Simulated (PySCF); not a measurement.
**SOOH: relaxation and vibrations of the doublet**

The task is one start of a wider search on SOOH: the doublet, from a bent start. It is relaxed, tested by its Hessian and followed downhill if it is a saddle.

Method: PBE0, basis S def2-TZVP, O def2-TZVP, H def2-TZVP, no relativity, density fitting; program: PySCF 2.14.0.

## (1) The system as given

4 atoms, charge 0, spin multiplicity 2.

Bond lengths: S1–O2 1.510 Å, S1–O3 1.660 Å, O3–H4 0.960 Å. Angles: O2–S1–O3 110.0°, S1–O3–H4 130.0°.

```xyz
4
charge 0 multiplicity 2
S     0.0000    0.0000    0.0000
O     1.2369    0.0000    0.8661
O    -1.3598    0.0000    0.9521
H    -1.8653    0.7354    1.3061
```

## (2) The SCF at the typed geometry

The steps below are one call of a driver around PySCF. For each, scf.py gives the equivalent set-up of the SCF; relaxations use the driver's own optimiser. After this first run the driver tries any further starts and a stability analysis.

Contents of scf.py:

```python
from pyscf import gto, scf, dft
mol = gto.M(atom='''
S      0.000000     0.000000     0.000000
O      1.236900     0.000000     0.866100
O     -1.359800     0.000000     0.952100
H     -1.865300     0.735400     1.306100''',
    basis={'S': 'def2-TZVP', 'O': 'def2-TZVP', 'H': 'def2-TZVP'},
    charge=0, spin=1)
mf = dft.UKS(mol, xc='PBE0')
mf.grids.atom_grid = (50, 194)
aux = {'S': 'def2-universal-JKFIT', 'O': 'def2-universal-JKFIT', 'H': 'def2-universal-JKFIT'}
mf = mf.density_fit(auxbasis=aux)
mf.conv_tol = 1e-08
mf.diis_space = 10
mf.max_cycle = 60
mf.init_guess = 'minao'
mf.verbose = 4
mf.kernel()
```

Launch:

```bash
$ OMP_NUM_THREADS=4 python axn.py task.json out
```

What it wrote:

```text
init E= -549.329062736146
[... the frontier-level lines of each cycle are left out ...]
cycle= 1 E= -548.80875343519  delta_E= 0.52  |g|= 0.667  |ddm|= 1.36
cycle= 2 E= -548.081121821811  delta_E= 0.728  |g|= 1.48  |ddm|= 1.17
cycle= 3 E= -548.948463511384  delta_E= -0.867  |g|= 0.276  |ddm|= 0.927
cycle= 4 E= -548.974363274813  delta_E= -0.0259  |g|= 0.104  |ddm|= 0.195
cycle= 5 E= -548.978382285933  delta_E= -0.00402  |g|= 0.0197  |ddm|= 0.0643
cycle= 6 E= -548.978583050158  delta_E= -0.000201  |g|= 0.00809  |ddm|= 0.0163
cycle= 7 E= -548.978633240057  delta_E= -5.02e-05  |g|= 0.00199  |ddm|= 0.00961
cycle= 8 E= -548.978638995768  delta_E= -5.76e-06  |g|= 0.000792  |ddm|= 0.00389
cycle= 9 E= -548.978639753814  delta_E= -7.58e-07  |g|= 0.000354  |ddm|= 0.00146
cycle= 10 E= -548.978639852364  delta_E= -9.86e-08  |g|= 8.44e-05  |ddm|= 0.00053
cycle= 11 E= -548.978639859012  delta_E= -6.65e-09  |g|= 2.42e-05  |ddm|= 0.000142
Extra cycle  E= -548.978639859464  delta_E= -4.53e-10  |g|= 2.36e-05  |ddm|= 4.24e-05
converged SCF energy = -548.978639859464  <S^2> = 0.75692173  2S+1 = 2.0069098
```

This step, with its further starts and checks, ran for 3.1 s (4 threads of Arm Neoverse V2, shared host).

The test of internal stability found no lower solution of this spin.

## (3) Relaxing the doublet from the bent start

The program finds C1 symmetry in the start. Threshold on the gradient: 0.0003 Eh/bohr, with a further test on the energy change.

Edit scf.py of step 2 so:

```diff
@@ -3,4 +3,4 @@
-S      0.000000     0.000000     0.000000
-O      1.236900     0.000000     0.866100
-O     -1.359800     0.000000     0.952100
-H     -1.865300     0.735400     1.306100''',
+S      0.059192    -0.011408    -0.467884
+O      1.296092    -0.011408     0.398216
+O     -1.300608    -0.011408     0.484216
+H     -1.806108     0.723992     0.838216''',
@@ -16 +15,0 @@
-mf.init_guess = 'minao'
```

The optimiser's trace:

```tsv
step	energy (Eh)	change (kJ/mol)	largest gradient (Eh/bohr)
0	-548.978640	0.00	0.04339
1	-548.986024	-19.39	0.02372
2	-548.987903	-24.32	0.02113
3	-548.988268	-25.28	0.00948
4	-548.988845	-26.79	0.00454
5	-548.988968	-27.12	0.01579
6	-548.989217	-27.77	0.00653
7	-548.989484	-28.47	0.00200
8	-548.989629	-28.85	0.01032
9	-548.989762	-29.20	0.00128
10	-548.989834	-29.39	0.00130
11	-548.989848	-29.43	0.00675
12	-548.989916	-29.61	0.00099
13	-548.989936	-29.66	0.00055
14	-548.989949	-29.69	0.00243
15	-548.989961	-29.72	0.00057
16	-548.989965	-29.73	0.00030
17	-548.989968	-29.74	0.00049
18	-548.989969	-29.75	0.00013
```

The walk took 18 s.

After 18 steps and 29.7 kJ/mol it ends at C1: O–H 0.969 Å, S–O 1.466 Å, S–O 1.628 Å; H–O–S 108.8°, O–S–O 108.8°.

## (4) Hessian and properties

On the finer grid the gradient is checked again; gradients at displacements of ±0.02 bohr then give force constants and infrared intensities.

Edit scf.py of step 3 so:

```diff
@@ -3,4 +3,4 @@
-S      0.059192    -0.011408    -0.467884
-O      1.296092    -0.011408     0.398216
-O     -1.300608    -0.011408     0.484216
-H     -1.806108     0.723992     0.838216''',
+S      0.121135    -0.160154    -0.429009
+O      1.167574     0.244428     0.515048
+O     -1.331357     0.032009     0.279747
+H     -1.248314     0.684894     0.990579''',
@@ -10 +10 @@
-mf.grids.atom_grid = (50, 194)
+mf.grids.atom_grid = (75, 302)
@@ -13 +13 @@
-mf.conv_tol = 1e-08
+mf.conv_tol = 1e-10
```

This SCF starts from the last density.

SCF at the final geometry:

```text
init E= -548.989979109439
[... the frontier-level lines of each cycle are left out ...]
cycle= 1 E= -548.989979109398  delta_E= 4.1e-11  |g|= 1.27e-05  |ddm|= 9.66e-06
cycle= 2 E= -548.989979109172  delta_E= 2.26e-10  |g|= 2.76e-05  |ddm|= 2.01e-05
cycle= 3 E= -548.989979109454  delta_E= -2.82e-10  |g|= 2.3e-06  |ddm|= 1.41e-05
cycle= 4 E= -548.989979109451  delta_E= 2.73e-12  |g|= 2.05e-07  |ddm|= 1.2e-06
Extra cycle  E= -548.989979109451  delta_E= 2.27e-13  |g|= 2e-07  |ddm|= 3.25e-07
converged SCF energy = -548.989979109451  <S^2> = 0.756303  2S+1 = 2.0062931
```

The whole step took 40 s.

Geometry: C1; O–H 0.969 Å, S–O 1.466 Å, S–O 1.628 Å; H–O–S 108.8°, O–S–O 108.9°.

Modes, for the most abundant isotopes:

| symmetry | ω (cm⁻¹) | IR (km/mol) |
| --- | --- | --- |
| a | 106 | 120 |
| a | 407 | 32.3 |
| a | 811 | 195 |
| a | 1071 | 18.5 |
| a | 1218 | 105 |
| a | 3776 | 102 |

Every mode is real; the point is a minimum.

Constants and moments:

```
Dipole moment                                                   : 1.37 D
Highest occupied level                                          : -6.50 eV
Lowest empty level                                              : -2.64 eV
Rotational constants                                            : 1.163, 0.3214, 0.2527 cm⁻¹
Zero-point energy                                               : 44.2 kJ/mol
Principal polarisabilities                                      : 16.4, 24.8, 31.6 bohr³
Atomisation energy without zero-point energy                    : 1255 kJ/mol
Principal traceless quadrupole moments about the centre of mass : -6.82, 0.07, 6.74 D Å
Entropy at 298.15 K and 1 bar (electronic part: spin only)      : 279.4 J/(mol K)
Heat capacity Cp at 298.15 K                                    : 52.2 J/(mol K)
Enthalpy at 298.15 K above 0 K                                  : 12.92 kJ/mol
Rotational symmetry number                                      : 1
Spin squared ⟨S²⟩                                               : 0.756
```

Populations by atom (charges in e):

```json
{"atom": "S1", "Mulliken": "0.48", "Löwdin": "0.44", "polar tensor": "0.93", "spin (Mulliken)": "0.60", "Mayer order to S1": "–"}
{"atom": "O2", "Mulliken": "-0.40", "Löwdin": "-0.34", "polar tensor": "-0.53", "spin (Mulliken)": "0.33", "Mayer order to S1": "1.84"}
{"atom": "O3", "Mulliken": "-0.41", "Löwdin": "-0.25", "polar tensor": "-0.68", "spin (Mulliken)": "0.07", "Mayer order to S1": "1.06"}
{"atom": "H4", "Mulliken": "0.33", "Löwdin": "0.15", "polar tensor": "0.29", "spin (Mulliken)": "0.00", "Mayer order to S1": "0.05"}
```

Mulliken populations on S1: s 5.85, p 9.15, d 0.46, f 0.06.

## (5) What came out

```
                                          quantity                                                              value
                                           minimum                                                        doublet, C1
                                          geometry  O–H 0.969 Å, S–O 1.466 Å, S–O 1.628 Å; H–O–S 108.8°, O–S–O 108.9°
                                wavenumbers (cm⁻¹)            106 (a), 407 (a), 811 (a), 1071 (a), 1218 (a), 3776 (a)
                                     dipole moment                                                             1.37 D
highest occupied, lowest empty level (either spin)                                                    -6.50, -2.64 eV
                         polar-tensor charge of S1                                                            +0.93 e
                                 zero-point energy                                                        44.2 kJ/mol
                               entropy at 298.15 K                                                    279.4 J/(mol K)
         atomisation energy (no zero-point energy)                                                        1255 kJ/mol
                                              ⟨S²⟩                                                              0.756
```

In words: The bent start ends in a minimum without symmetry. In the infrared the band at 811 cm⁻¹ (a) leads. Most of the spin sits on S1 (Mulliken spin 0.60, against 1 for the whole molecule). Only this shape and spin were tried, so other structures or states may lie lower.

The search up to here took 62 s.
